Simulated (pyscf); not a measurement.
PySCF, gas phase, ωB97X-D3(BJ)/def2-SVP geometries.

Question: F–N•–F + H₂ → F–NH–F + H•
Surface: doublet. Broken: H–H. Formed: H–N. Give ΔE‡ and ΔE from ωB97M-D3(BJ)/def2-TZVP, relative to the separated reactants.

Answer: ΔE‡ = 33.4 kcal/mol, ΔE = +28.6 kcal/mol. Zero-point energy shifts the barrier by +0.6 kcal/mol. It is a hydrogen abstraction, with an imaginary mode of 1453i cm⁻¹. One saddle was located; it need not be the lowest between these sides. The angle at the transferred H is 170°.
